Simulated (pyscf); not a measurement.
A first-order saddle from PySCF, ωB97X-D3(BJ)/def2-SVP:

```xyz
11

P     -1.5316    -1.7448    -0.2516
O     -1.2592    -0.1073    -0.3413
Si     0.1802     0.6960    -0.6821
H     -0.9742    -2.1716    -1.5020
H     -0.3557    -2.1664     0.4546
H     -0.7596     2.1528    -0.5958
H      1.1544    -0.3864    -0.2803
H      0.5293     0.9837    -2.0982
O      0.9875     1.8921     0.5243
H     -0.0086     2.3626     0.1958
H      1.1384     1.6098     1.4395
```

Surface: singlet, charge 0. Lowest wavenumbers (cm⁻¹): 1370i, 62, 84, 139, 214.

Question: Which two sides does it connect, and which bonds change?

Answer: `[SiH3][O][PH2]` + `[OH2]` ⇌ `[OH][SiH2][O][PH2]` + `[H][H]`, a four-centre exchange read from left to right: H–Si, H–O broken and O–Si, H–H formed. At ωB97M-D3(BJ)/def2-TZVP it lies +138.8 kJ/mol from the left side and +230.5 kJ/mol from the right (each side as separated species at their lowest minima found). On the reactant side the descent ends in a complex (not fully relaxed), 18.6 kJ/mol under the separated species and 160.4 kJ/mol under the saddle at ωB97X-D3(BJ)/def2-TZVP. H₃Si–O–PH₂ lies 23.9 kJ/mol over its isomer HO–SiH₂–PH₂, and others may lie lower still (electronic energy, ωB97M-D3(BJ)). This is the saddle that the search found; another between the same sides may lie lower.
